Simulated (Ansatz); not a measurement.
Elements on the sites of an ideal hcp lattice, at a guessed lattice constant:

```xyz
16
Lattice="2.9222 -5.0613 0.0000 2.9222 5.0613 0.0000 0.0000 0.0000 9.3509" Properties=species:S:1:pos:R:3 pbc="T T T"
Al    2.9222   -1.6871    3.5066
Al    2.9222    3.3742    8.1820
Ti    1.4611   -0.8435    1.1689
Ti    1.4611   -0.8435    5.8443
Ti    2.9222   -3.3742    1.1689
Ti    2.9222   -3.3742    5.8443
Ti    2.9222    1.6871    1.1689
Ti    2.9222    1.6871    5.8443
Ti    4.3832   -0.8435    1.1689
Ti    4.3832   -0.8435    5.8443
Ti    2.9222   -1.6871    8.1820
Ti    1.4611    0.8435    3.5066
Ti    1.4611    0.8435    8.1820
Ti    4.3832    0.8435    3.5066
Ti    4.3832    0.8435    8.1820
Ti    2.9222    3.3742    3.5066
```

Cell and atoms were relaxed without symmetry on coarser meshes and computed once more. Computed with DFT PBE, scalar-relativistic, plane waves, PAW in Ansatz 0.2.0.

Plane waves to 420 eV, a k mesh through Γ of 7×7×4 on the computed 16-atom cell and Gaussian smearing (0.10 eV); no spin polarisation.

The relaxation ran on 3×3×2 (shifted) and then 4×4×3 k points with a smearing of 0.1 eV, from sites shaken by 0.02 Å.

What does the relaxation give?

A volume of 17.13 Å³/atom and no gap on the mesh. It lies 0.11 eV/atom below the elements' standard states (static lattices, no corrections for gases). The atoms leave their sites by 0.04 Å (root mean square) and 0.07 Å at most, and the cell stretches by up to 0.2 % at fixed volume.

```yaml
crystal:
  lattice:
    - [2.91484, -5.05454, 0.00095]
    - [2.91466, 5.05443, -0.00108]
    - [-0.00021, -0.00187, 9.30145]
  atoms:
    - { symbol: Al, position: [0.66397, 0.33725, 0.37515] }
    - { symbol: Al, position: [0.16400, 0.83728, 0.87513] }
    - { symbol: Ti, position: [0.33698, 0.16434, 0.12524] }
    - { symbol: Ti, position: [0.33689, 0.16436, 0.62523] }
    - { symbol: Ti, position: [0.83107, 0.17020, 0.13188] }
    - { symbol: Ti, position: [0.83121, 0.17007, 0.61820] }
    - { symbol: Ti, position: [0.33110, 0.66991, 0.11813] }
    - { symbol: Ti, position: [0.33117, 0.67027, 0.63181] }
    - { symbol: Ti, position: [0.83678, 0.66412, 0.12513] }
    - { symbol: Ti, position: [0.83712, 0.66463, 0.62515] }
    - { symbol: Ti, position: [0.66975, 0.33144, 0.87501] }
    - { symbol: Ti, position: [0.17044, 0.34057, 0.37489] }
    - { symbol: Ti, position: [0.16059, 0.33077, 0.87489] }
    - { symbol: Ti, position: [0.66062, 0.83075, 0.37475] }
    - { symbol: Ti, position: [0.67049, 0.84059, 0.87477] }
    - { symbol: Ti, position: [0.16978, 0.83140, 0.37499] }
```

Cost: 2 runs of about 9.4 core-minutes in all (earlier runs that led there not counted), on Intel Xeon Platinum 8375C (Ice Lake) (shared hosts).